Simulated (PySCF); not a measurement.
How well do the runs reproduce experiment for 1-chloro-1,1-difluoroethane?

**The experiment to reproduce.**

NIST CCCBDB Release 22 (SRD 101), experimental dipoles lists, for the gas: dipole moment (dielectric constant against temperature) 2.14 D.

How close the calculation comes is told at the end.

Species: 1-chloro-1,1-difluoroethane, C₂H₃ClF₂.
Atom-mapped SMILES: `[CH3:1][C:2]([F:3])([F:4])[Cl:5]` (hydrogens: H6, H7, H8 on C1)

Geometry (PBE0-D3(BJ)/def2-SVP, Å), atoms numbered from 1 in this order:
```xyz
8
C2H3ClF2 angstrom
C     -0.7899   -0.1344    0.0152
C      0.6821    0.1587    0.0216
F      1.1820    0.0629    1.2596
F      0.9264    1.4028   -0.4071
Cl     1.5827   -0.9733   -1.0281
H     -0.9688   -1.1498    0.3900
H     -1.1855   -0.0460   -1.0041
H     -1.2908    0.5933    0.6692
```

The PySCF runs (gas phase, on this PBE0-D3(BJ)/def2-SVP geometry; no spin–orbit coupling):

```json
{"level": "PBE0-D3(BJ)/def2-SVP, grid level 1", "job": "geometry optimisation from an MMFF94s start shaken at random", "basis functions": "89", "wall time": "21 s"}
{"level": "PBE0/pcSseg-1", "job": "shieldings, charges and field gradients", "basis functions": "107", "wall time": "6.0 s"}
{"level": "PBE0/pcSseg-2", "job": "shieldings", "basis functions": "229", "wall time": "16 s"}
```

Hardware: Arm Neoverse V1, one thread, shared host.

Results beside the measurements:

**Dipole moment.** Measured: 2.14 D (NIST CCCBDB Release 22 (SRD 101), experimental dipoles).

```json
{"level": "PBE0-D3(BJ)/def2-SVP", "computed (D)": "2.10", "computed − measured (D)": "-0.04", "% (from the printed values)": "-2"}
{"level": "PBE0/pcSseg-1", "computed (D)": "2.24", "computed − measured (D)": "+0.10", "% (from the printed values)": "+5"}
{"level": "PBE0/pcSseg-2", "computed (D)": "2.22", "computed − measured (D)": "+0.08", "% (from the printed values)": "+4"}
```

Closest is PBE0-D3(BJ)/def2-SVP (-0.04 D), furthest PBE0/pcSseg-1 (+0.10 D); one molecule doesn't rank methods. The computed dipoles belong to one fixed geometry; measured ones are averaged over vibrations unless marked μe. Magnitudes are compared, not signs.

The geometry is computed, not the measured one. Where a level misses, the cause wasn't examined.
